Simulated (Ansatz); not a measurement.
# NO+ (quintet): wave-function methods side by side, def2-TZVPP

The task here is to estimate one member of a computed series from the others.

Method: def2-TZVPP, core rule «outside noble gas», up to 2 orbitals frozen; program: Ansatz 0.2.0, Gaussian basis.

Plan: UHF; ROHF; CCSD(T) on UHF.

### The geometry

The geometry is a PBE0/def2-TZVP stationary point (not a proven minimum) of the parent state, kept for this charge and spin.

2 atoms, charge 1, spin multiplicity 5.

Atoms are counted from 1 here; the program's logs count them from 0.

Bond lengths: N1–O2 1.403 Å.

The first run:

in.yaml

```yaml
crystal:
  periodic: [false, false, false]
  atoms:
    - {symbol: N, position_ang: [0.000000, 0.000000, 0.000000]}
    - {symbol: O, position_ang: [0.000000, 0.000000, 1.402844]}
basis:
  gaussian: {orbitals: def2-TZVPP}
total_charge: 1
magnetization: {spin_polarized: true, initial_magnetization: 4}
hamiltonian: {xc: hf}
output: {orbitals: {seedname: orbitals}}
```

On the command line:

```bash
$ ansatz run in.yaml --threads 1 --pin off --events-out ev --progress --plain --max-ram 4096MiB --backend cpu
```

Steps of the session up to this table: UHF; ROHF; CCSD(T) on UHF.

One table of the session follows, with a row left open; its other results are not shown here.

It belongs to the step «Misses and costs». 

```
  method  from UCCSD(T) (kcal/mol)
    ROHF                   +186.33
     UHF                   +175.20
    UMP2                    +27.34
   UCCSD                         ?
UCCSD(T)                         0
```

Estimate the missing values for UCCSD.

As computed: from UCCSD(T) (kcal/mol): +4.81. In the column «from UCCSD(T) (kcal/mol)» it lies between UCCSD(T) (0) and UMP2 (+27.34).
